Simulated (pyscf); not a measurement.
S=GeH₂ + hydrogen (H₂) → HS–GeH₃, an addition across a multiple bond or ene-type step (singlet surface; H–H broken, H–S, Ge–H formed). Optimised with ωB97X-D3(BJ)/def2-SVP in PySCF. Energies in kcal/mol from the separated reactants.

Small-basis levels: PySCF, no dispersion term, spherical d functions. 

### Question
Quick HF/STO-3G single points give ΔE‡ = 79.2 kcal/mol and ΔE = -69.7 kcal/mol. What does ωB97M-D3(BJ)/def2-TZVP give, and how far is the quick result from it?

### Answer
ωB97M-D3(BJ)/def2-TZVP gives ΔE‡ = 28.1 kcal/mol and ΔE = -33.4 kcal/mol. HF/STO-3G lies 51.1 kcal/mol over it in the barrier and 36.3 kcal/mol under it in the reaction energy, so on this step it does not hold to within 3.0 kcal/mol. ωB97M-D3(BJ)/def2-TZVP has limits of its own. At the saddle there is also a short Ge–H contact that neither side keeps. S=GeH₂ lies 9.2 kcal/mol over its isomer HS–GeH: [singlet] (electronic energy, ωB97M-D3(BJ)/def2-TZVP). One saddle was located; it need not be the lowest between these sides. In the def2 sets elements up to Kr have no core potential.
